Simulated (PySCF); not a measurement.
AlOCl, singlet: structure and spectrum

Computed with PBE/[Al def2-TZVP, O def2-TZVP, Cl def2-TZVP], no relativity, density fitting, PySCF.

The structure is a minimum.

Coordinates in bohr (charge 0 multiplicity 1):
```
Al   -1.1286    0.0000   -0.1315
O    -4.1574    0.0000   -0.4844
Cl    2.7724    0.0000    0.3230
```

* Point group: C∞v
* Bond lengths: Al–Cl 2.078 Å, Al–O 1.614 Å
* Bond angles: Cl–Al–O 180.0°
* Lowest empty level: -3.54 eV
* Entropy at 298.15 K and 1 bar: 258.7 J/(mol K)
* Dipole moment: 3.59 D
* Principal quadrupole moments (Buckingham, traceless) about the centre of mass: -14.07, 7.03, 7.03 D Å
* Rotational constants: 0.1025 cm⁻¹
* Highest occupied level: -6.52 eV
* Rotational symmetry number: 1
* Enthalpy at 298.15 K above 0 K: 12.61 kJ/mol
* Principal polarisabilities: 35.4, 35.4, 58.1 bohr³
* Zero-point energy: 11.3 kJ/mol
* Heat capacity Cp at 298.15 K: 51.6 J/(mol K)
* Atomisation energy without zero-point energy: 971 kJ/mol

Harmonic modes (masses in u: Al 26.982, O 15.995, Cl 34.969):
| symmetry | ω (cm⁻¹) | IR (km/mol, summed over degenerate members) | μ (u) |
| --- | --- | --- | --- |
| π | 168 | 111 | 22.52 |
| σ+ | 472 | 26.5 | 25.65 |
| σ+ | 1079 | 77.7 | 19.72 |

In C∞v the vibrations span π + 2σ+.

Charges (e):
```csv
atom,Mulliken,Löwdin,polar tensor,Mayer order to Al1
Al1,0.54,-0.15,1.05,–
O2,-0.42,-0.22,-0.63,2.29
Cl3,-0.12,0.36,-0.41,1.32
```

Mulliken populations on Al1: s 4.79, p 7.21, d 0.37, f 0.09.

Counting electrons, aluminium keeps none of its valence electrons outside its bonds, so the VSEPR class is AX2 and the expected shape is linear; with unlike ligands the computed point group is C∞v.

Only a few start shapes were tried, so a lower isomer may exist.

The final relaxation and frequency run took 17 s on 2 threads of a shared Arm Neoverse V1 host, with 105 basis functions and 9 gradients; the process peaked at 0.87 GiB.
